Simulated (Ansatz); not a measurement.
The same path of CH6NSi (9 atoms, charge 0, multiplicity 2) was run twice with different band settings. The coordinate that changes most is the dihedral H6–C1–Si2–N3.

Method: UHF/def2-SVP in Ansatz 0.2.0.

Relaxed end points:

```xyz
9
Properties=species:S:1:pos:R:3
C -0.684 0.817 -0.854
Si 0.845 0.186 0.060
N 0.382 -0.995 1.241
H -1.210 -0.011 -1.336
H -0.403 1.542 -1.621
H -1.380 1.310 -0.171
H 1.785 -0.485 -0.877
H 1.066 -1.628 1.610
H -0.312 -0.784 1.932
```

```xyz
9
Properties=species:S:1:pos:R:3
C -0.664 0.791 -0.892
Si 0.854 -0.053 -0.150
N 0.439 -0.790 1.363
H -0.425 1.227 -1.864
H -1.027 1.595 -0.247
H -1.476 0.071 -1.026
H 1.352 -1.136 -1.042
H 1.025 -1.503 1.752
H 0.011 -0.250 2.091
```

Common settings: movable images 5; climbing image yes; spring 5.0 eV/Å²; optimiser quadratic models (default); start path through a guess of the saddle point; force threshold 0.05 eV/Å; end points relaxed.

| run | iteration limit |
| --- | --- |
| 1 | 60 |
| 2 | 10 |

Q: What does each run give, and how far can it be trusted?

A: Run 1: converged after 7 iterations, highest image 0.059 eV above the first end. A vibrational analysis at the climbing image gives one clearly imaginary mode, 157i cm⁻¹: a first-order saddle point.
Run 2: converged after 7 iterations, highest image 0.059 eV above the first end. Another band between the same ends (5 images) ends at a top of the same energy, where a vibrational analysis finds 1 clearly imaginary mode.
